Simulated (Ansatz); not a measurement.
# Bend profile

C$_{4}$H$_{4}$ (SMILES C#CC=C), closed shell, at its PBE0-D4/def2-TZVP minimum:

```xyz
8
angstrom
C -1.0764 1.5763 -0.8999
C -0.3315 0.8302 -0.3204
C 0.5673 -0.0185 0.3740
C 0.4573 -1.3449 0.4239
H -1.7402 2.2291 -1.4152
H 1.3879 0.4752 0.8883
H 1.1773 -1.9396 0.9721
H -0.3495 -1.8649 -0.0785
```

The angle H8–C4–H7 (117.8° at the minimum) is set to the values below, H8, with anything bonded beyond it, turning rigidly in the plane of the angle. Each method's energies count from its own value at the PBE0-D4 minimum structure. Ansatz 0.2.0; basis: def2-TZVPP; cores frozen in the correlated methods. B3LYP uses VWN-RPA correlation.

| angle (°) | CCSD(T) (kJ/mol) | PBE-D4 (kJ/mol) | r2SCAN-D4 (kJ/mol) | PBE0-D4 (kJ/mol) | MP2 (kJ/mol) |
| --- | --- | --- | --- | --- | --- |
| 99.8 | 28.6 | 26.4 | 28.1 | 27.9 | 29.4 |
| 104.3 | 16.2 | 14.9 | 15.9 | 15.8 | 16.8 |
| 108.8 | 7.3 | 6.6 | 7.1 | 7.1 | 7.7 |
| 113.3 | 1.8 | 1.6 | 1.8 | 1.8 | 2.0 |
| 117.8 | 0.0 | 0.0 | 0.0 | 0.0 | 0.0 |
| 122.3 | 1.8 | 1.8 | 1.8 | 1.8 | 1.6 |
| 126.8 | 7.3 | 7.2 | 7.2 | 7.2 | 6.9 |
| 131.3 | 16.7 | 16.1 | 16.4 | 16.3 | 16.0 |
| 135.8 | 30.0 | 28.8 | 29.6 | 29.4 | 29.0 |

Largest difference from the CCSD(T) curve over the scan: B3LYP-D4 0.9; wB97M-V 0.9; HF 4.5 kJ/mol. Each curve counts from its own value at the minimum.

No T1 diagnostic of these runs exceeds 0.013. The restricted Hartree–Fock reference is unstable towards an unrestricted one here.

For scale, one of the runs: CCSD(T)/def2-TZVPP, 180 basis functions (an equivalent command: `ansatz run in.yaml --threads 2`). Time: 63 s of wall clock on 2 CPU threads; the host was shared. Peak host memory: 1.8 GiB.
